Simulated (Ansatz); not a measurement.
**Structure optimisation: europium, bcc**

Method: Ansatz, DFT, revPBE, plane waves (420 eV) with PAW, scalar-relativistic. (PAW data from PBE, frozen cores regenerated.)

k-point mesh 7×7×7, Fermi-Dirac smearing 0.05 eV, starting moments 7.00, -7.00 μB. Cell and atoms relax.

Starting structure:

```yaml
crystal:
  lattice:
    - [4.551, 0.0, 0.0]
    - [0.0, 4.551, 0.0]
    - [0.0, 0.0, 4.551]
  atoms:
    - { symbol: Eu, position: [0.0, 0.0, 0.0], spin: 7.0 }
    - { symbol: Eu, position: [0.5, 0.5, 0.5], spin: -7.0 }
hamiltonian:
  xc: revpbe
  pseudopotentials:
    kind: paw
    azcp:
      Eu: "pseudopotentials/Eu.paw.azcp"
basis:
  ecutwfc: 420
  fft_grid_basis: typed
kpoints:
  mp_grid: { grid: [7, 7, 7], shift: [0, 0, 0] }
magnetization:
  spin_polarized: true
scf:
  occupations: { method: fermi_dirac, width: 0.05 }
relax:
  max_steps: 60
  f_tol: 0.01
  cell: {}
```

Problem. The pressure at the start is -0.4 GPa. By how much does the volume change?

Solution. From 47.13 to 45.59 Å³ per atom, -3.3 %. The final cell has a = 4.501 Å.

Problem. How much energy does the relaxation gain?

Solution. 1.8 meV per atom.

Path of the relaxation (the plane waves are chosen anew near the end, which can shift the energy a little):

```tsv
step	E − E(final) (meV/atom)	V (Å³/atom)	P (GPa)	max force (eV/Å)
0	1.82	47.129	-0.37	0.000
1	0.63	46.636	-0.26	0.000
2	-0.68	45.591	0.01	0.000
3	0.00	45.591	0.01	0.000
```

Problem. Which magnetic state does it end in?

Solution. antiferromagnetic, largest moment 6.92 μB in the atomic sphere; moments 6.92, -6.92 μB.

Real europium orders as a helical antiferromagnet, which these cells can't hold.

The f occupation was not exhaustively searched.
